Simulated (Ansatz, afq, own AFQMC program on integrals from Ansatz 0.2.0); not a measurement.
# SiNH$_{5}$, singlet: AFQMC among the cluster methods

```yaml
atoms:
  - { symbol: N, position_ang: [-1.8479, 0.0253, -0.0188] }
  - { symbol: H, position_ang: [-2.1452, 0.9931, -0.0188] }
  - { symbol: H, position_ang: [-2.1452, -0.3770, 0.8614] }
  - { symbol: H, position_ang: [-0.6719, 0.0253, -0.0188] }
  - { symbol: Si, position_ang: [0.9851, 0.0253, -0.0188] }
  - { symbol: H, position_ang: [1.5972, -0.8490, 1.0712] }
  - { symbol: H, position_ang: [1.5972, -0.8490, -1.1088] }
```

Basis cc-pVDZ. Noble-gas cores (and the filled d shells of Ga–Kr and In–Xe) are frozen. AFQMC by an in-house program on the Cholesky factors that Ansatz 0.2.0 writes for its CCSD(T) run. ph-AFQMC/CISD is guided by a CISD state made of CCSD amplitudes; releasing the constraint for a short imaginary time cuts its bias at the price of noise, slowly where states lie close. ± is one standard error of the sampling.

Determinant: RHF, the one that the program's search chose, which needn't be the lowest solution. The geometry is a point of a scan.

No full CI on the walks' own integrals is used here; CCSDT(Q) serves as the reference and is uncertain by about the last step of the cluster series.

Cautions: higher spins were not checked; restricted determinant unstable towards unrestricted (UHF 232 meV lower, ⟨S²⟩ 0.58).

```
T1 diagnostic                               : 0.0155
weight of the determinant in the CISD state : 0.846
size of the correlated space                : 14 electrons in 51 orbitals
```

```json
{"level": "MP2", "correlation energy (eV)": "-8.0220"}
{"level": "CCSD", "correlation energy (eV)": "-9.1332"}
{"level": "CCSD(T)", "correlation energy (eV)": "-9.3948"}
```

Problem. Estimate where phaseless AFQMC with a CISD trial lies against CCSD(T) on the same integrals.

Solution. 3.6 ± 0.6 kJ/mol below CCSD(T).

Reference: CCSDT(Q), correlation energy -9.452 eV. The released energy is read at 2.40 1/Eh (meV from the phaseless value at times in 1/Eh: -7 ± 5 at 0.24, -14 ± 7 at 0.51, -20 ± 5 at 0.99, -31 ± 7 at 1.62, -32 ± 8 at 2.40).

```tsv
level	E − E(reference) (kJ/mol)	share of correlation (%)
CCSD(T)	5.5	99.40
CCSDT	2.2	99.76
ph-AFQMC/CISD	1.9 ± 0.6	99.79
released AFQMC	-1.2 ± 0.7	100.13
```

Released energies are given only where the last usable release times agree within the noise; a slower fall can still hide under it.
